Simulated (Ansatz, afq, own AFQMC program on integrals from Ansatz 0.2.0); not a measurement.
## HBrF, doublet: AFQMC among the cluster methods

```xyz
3

Br    0.0000    0.0000   -1.3449
H     0.0000    0.0000    0.0757
F     0.0000    0.0000    1.2691
```

Connectivity, by distances: BrH ··· F.

Basis cc-pVTZ. Only valence electrons are correlated. Ansatz 0.2.0 and our own AFQMC program on the same integrals; the CISD trial comes from CCSD amplitudes, and released means the phaseless constraint is let go. ± is one standard error of the sampling. No spin–orbit coupling.

Determinant: UHF, the one that the program's search chose, which needn't be the lowest solution. The geometry is a point of a scan.

No full CI on the walks' own integrals is used here; CCSDT(Q) serves as the reference and is uncertain by about the last step of the cluster series.

Cautions: no relativity below Rb; no spin-orbit coupling; inner d shell frozen.

* T1 diagnostic: 0.0294
* weight of the determinant in the CISD state: 0.861
* ⟨S²⟩ of the determinant: 0.797
* size of the correlated space: 15 electrons in 72 orbitals

Reference: CCSDT(Q), correlation energy -12.283 eV. The released energy is read at 1.50 1/Eh (meV from the phaseless value at times in 1/Eh: -16 ± 5 at 0.24, -28 ± 5 at 0.51, -31 ± 7 at 0.99, -31 ± 11 at 1.50).

```json
{"level": "HF", "E − E(reference) (kJ/mol)": "1185.1", "share of correlation (%)": "0.00"}
{"level": "MP2", "E − E(reference) (kJ/mol)": "123.4", "share of correlation (%)": "89.59"}
{"level": "CCSD", "E − E(reference) (kJ/mol)": "40.1", "share of correlation (%)": "96.61"}
{"level": "CCSD(T)", "E − E(reference) (kJ/mol)": "4.3", "share of correlation (%)": "99.64"}
{"level": "CCSDT", "E − E(reference) (kJ/mol)": "1.8", "share of correlation (%)": "99.85"}
{"level": "ph-AFQMC/CISD", "E − E(reference) (kJ/mol)": "3.8 ± 0.5", "share of correlation (%)": "99.68"}
{"level": "released AFQMC", "E − E(reference) (kJ/mol)": "0.8 ± 1.0", "share of correlation (%)": "99.93"}
```

A walk keeps the symmetry of its determinant, which the program's search chose and which needn't be the lowest solution, so a lower state of the same spin and another symmetry isn't excluded. Released energies are given only where the last usable release times agree within the noise; a slower fall can still hide under it.
